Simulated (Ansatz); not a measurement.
# NO₂ radical: small, medium and large basis sets

One table from this session's results is given with a row withheld; the runs are named, their logs left out.

Program: Ansatz 0.2.0, Gaussian basis. Level of theory: one geometry, several basis sets. These are calculated values, not measurements.

Levels to be run: PBE0-D4/def2-SVP; ωB97M-V/def2-SVP; PBE0-D4/def2-QZVPP; ωB97M-V/def2-QZVPP; CCSD(T)/cc-pV(D+d)Z; CCSD(T)/cc-pV(T+d)Z; CCSD(T)/cc-pV(Q+d)Z; the functionals' def2-TZVPP values are taken from earlier runs.

### The geometry

The geometry comes from an earlier relaxation with PBE0-D4 in a triple-zeta def2 set; it is a stationary point.

SMILES `[O]N=O`, 3 atoms, charge 0, spin multiplicity 2.

Atoms are counted from 1 here; the program's logs count them from 0.

Bond lengths: O1–N2 1.183 Å, N2–O3 1.183 Å. Angles: O1–N2–O3 134.8°.

The first run:

Contents of in.yaml:

```yaml
crystal:
  periodic: [false, false, false]
  atoms:
    - {symbol: O, position_ang: [0.209765, -1.082183, 0.000624]}
    - {symbol: N, position_ang: [-0.265470, -0.009111, -0.145890]}
    - {symbol: O, position_ang: [0.055694, 1.091294, 0.145265]}
basis:
  gaussian: {orbitals: def2-SVP}
magnetization: {spin_polarized: true, initial_magnetization: 1}
hamiltonian: {xc: pbe0, dispersion: d4}
output: {orbitals: {seedname: orbitals}}
```

Command:

```bash
ansatz run in.yaml --threads 4 --pin off --events-out ev --progress --plain --max-ram 10444MiB
```

Steps of the session up to this table: PBE0-D4 in def2-SVP; ωB97M-V in def2-SVP; PBE0-D4 in def2-QZVPP; ωB97M-V in def2-QZVPP.

One table of the session follows, with a row left open; its other results are not shown here.

It belongs to the step «Density functionals: the series». 

```
functional       basis  HOMO (eV)  LUMO (eV)
   PBE0-D4    def2-SVP          ?          ?
   PBE0-D4  def2-TZVPP      -8.22      -3.63
   PBE0-D4  def2-QZVPP      -8.25      -3.66
   ωB97M-V    def2-SVP     -10.30      -1.13
   ωB97M-V  def2-TZVPP     -10.52      -1.48
   ωB97M-V  def2-QZVPP     -10.56      -1.53
```

**Question.** Estimate the row for PBE0-D4, def2-SVP.

**Answer.** HOMO (eV): -8.04; LUMO (eV): -3.39. In the column «HOMO (eV)» it is the highest.
